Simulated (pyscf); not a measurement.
`[OH][SiH2][OH]` -> `[O]=[SiH][OH]` + `[H][H]`, an elimination (singlet surface; H–O, H–Si broken, H–H formed). Single points on ωB97X-D3(BJ)/def2-SVP structures (PySCF, gas phase). Energies in kJ/mol from the reactant's lowest minimum found.

Small-basis levels: PySCF, no dispersion term, spherical d functions. 

**Question.** In single points SVWN5/6-31G* puts the saddle at 225.4 kJ/mol and the reaction energy at +186.1 kJ/mol. Should these be trusted to within a few kcal/mol? Compare with ωB97M-D3(BJ)/def2-TZVP.

**Answer.** ωB97M-D3(BJ)/def2-TZVP gives ΔE‡ = 256.3 kJ/mol and ΔE = +180.0 kJ/mol. SVWN5/6-31G* lies 30.9 kJ/mol under it in the barrier and 6.1 kJ/mol over it in the reaction energy, so on this step it does not hold to within 12.6 kJ/mol. ωB97M-D3(BJ)/def2-TZVP has limits of its own. On the reactant side the descent ends in a point that may be a rotor saddle (no frequency run), 5.1 kJ/mol over the lowest minimum found and 256.6 kJ/mol under the saddle at ωB97X-D3(BJ)/def2-TZVP. At the saddle there is also a short H–Si contact that neither side keeps. O=SiH–OH lies 41.2 kJ/mol over its isomer HO–Si:–OH [singlet] (electronic energy, ωB97M-D3(BJ)/def2-TZVP). One saddle was located; it need not be the lowest between these sides.
